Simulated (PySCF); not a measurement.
Anthracene radical anion, C14H10 (charge -1 and doublet state).
SMILES with atom numbers: `[cH:1]1[cH:2][cH:3][c:4]2[cH:5][c:6]3[cH:7][cH:8][cH:9][cH:10][c:11]3[cH:12][c:13]2[cH:14]1` (hydrogens: H15 on C1; H16 on C2; H17 on C3; H18 on C5; H19 on C7; H20 on C8; H21 on C9; H22 on C10; H23 on C12; H24 on C14)

The species is anthracene radical anion, `c1cc2c(cc3ccccc3c2)cc1` [SMILES of the parent framework; charge -1 and doublet state].

Method used: UKS B3LYP, IGLO-III on C, pcH-1 on H, non-relativistic, mean-field spin-orbit, GIAO in PySCF 2.14.0. Geometry: PBE0-D3(BJ)/def2-SVP; no solvent, vibrations or thermal averaging. Whether the extra electron is bound in the gas phase wasn't checked; a finite basis holds it in any case. Stability of the SCF solution: not tested. No frequencies were computed at this geometry's level, so the symmetric structure isn't shown to be a minimum.

Question: What is the g tensor, term by term?

Answer: 
```tsv
Δg (ppm)	1	2	3
relativistic mass correction	-148	-148	-148
gauge correction	13	43	26
orbital Zeeman/spin–orbit	-80	414	975
total	-214	310	854
```

So g = 2.00211, 2.00263, 2.00317 and g_iso = 2.00264; the tensor is rhombic: the two nearest values differ by 49 % of g3 − g1. Axes: g1 is normal to the molecular plane and g3 points within 1° of the C12–H23 bond.

Question: At 9.578 GHz, how far is the centre of the isotropic spectrum from where a free electron (g = 2.002319) resonates?

Answer: B = hν/(g μB) with μB/h = 13.99624 MHz/mT gives 341.77 mT for the free electron and 341.71 mT at g_iso, 0.05 mT lower.

Question: What are the electron Larmor frequencies g μB B/h along the three axes at 3350 mT?

Answer: 93.8735, 93.8981, 93.9236 GHz for g1, g2 and g3, a range of 50.1 MHz.

Question: How much does each term add to the isotropic shift?

Answer: The orbital-Zeeman/spin–orbit term 437, the mass correction -148 and the gauge correction 27 ppm, for a total of 316 ppm. The orbital-Zeeman/spin–orbit term is the largest in size. The mass correction is the same along every axis, so the anisotropy comes from the other two: their spans along these axes are 30 (gauge) and 1055 ppm (orbital Zeeman/spin–orbit).

Question: In a frozen sample, at which fields do the three g values resonate at 9.5, 34, 94 and 263 GHz (hyperfine left aside), and which band first spreads them over more than twice a line width of 1.0 mT?

Answer: 
```csv
band,GHz,B(g3) mT,B(g2) mT,B(g1) mT,spread mT
X,9.5,338.84,338.93,339.02,0.18
Q,34.0,1212.69,1213.02,1213.33,0.65
W,94.0,3352.72,3353.63,3354.51,1.79
J,263.0,9380.49,9383.04,9385.50,5.00
```

The spread grows in proportion to the frequency. J band is the first where it exceeds 2.0 mT.

Largest spin populations (Mulliken): C12 (+0.27), C5 (+0.27), C10 (+0.14) and C14 (+0.14).

The HOMO–LUMO gaps are 2.56 eV among the α and 3.22 eV among the β orbitals.
